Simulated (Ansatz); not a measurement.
# [BH2···H···NH], triplet: transfer scan

Starting geometry:

```yaml
atoms:
  - { symbol: B, position_ang: [-1.3147, 0.0351, 0.0000] }
  - { symbol: H, position_ang: [-1.9114, 1.0687, 0.0000] }
  - { symbol: H, position_ang: [-1.9114, -0.9985, 0.0000] }
  - { symbol: H, position_ang: [-0.1212, 0.0351, 0.0000] }
  - { symbol: N, position_ang: [1.1933, 0.0351, 0.0000] }
  - { symbol: H, position_ang: [1.4624, -0.9691, 0.0000] }
```

From there H4 is moved from one fragment to the other while all else, the fragments' distance too, stays fixed; atoms are numbered as listed. Energies are in kJ/mol, counted from the starting geometry at the same level. Kohn–Sham curves are unrestricted where that lies lower.

Basis cc-pVDZ; Ansatz 0.2.0. Only valence electrons are correlated (noble-gas cores frozen). Prefix R: restricted or restricted open-shell reference; prefix U: unrestricted.

Full CI isn't at hand for all of this; UCCSDT(Q) serves as the reference, and is uncertain by about the last step of the cluster series.

| distance B1-H4 (Å) | PBE0 |
| --- | --- |
| 1.110 | 12.1 |
| 1.194 | 0.0 |
| 1.233 | -1.7 |
| 1.272 | -2.0 |
| 1.311 | -1.6 |
| 1.350 | -0.5 |
| 1.390 | 1.4 |
| 1.429 | 4.4 |
| 1.468 | 9.6 |

Q: Estimate the UCCSDT(Q) curve in cc-pVDZ from this one, knowing how PBE0 errs.

A: The computed UCCSDT(Q) values, in kJ/mol from the starting point, and the error of PBE0 against them:
```
distance B1-H4 (Å)  UCCSDT(Q)  PBE0 less UCCSDT(Q)
             1.110        6.7                  5.4
             1.194        0.0                  0.0
             1.233        0.6                 -2.3
             1.272        2.3                 -4.3
             1.311        4.3                 -5.8
             1.350        6.4                 -6.8
             1.390        8.7                 -7.3
             1.429       11.8                 -7.3
             1.468       16.6                 -7.0
```

The error spans 12.7 kJ/mol and is largest, -7.3 kJ/mol, at 1.429 Å.

In so small a basis the reference is far from its limit while semilocal and hybrid functionals are nearer theirs, so the functionals' errors here hold much of the reference's basis and frozen-core error, which can add to them or hide them.
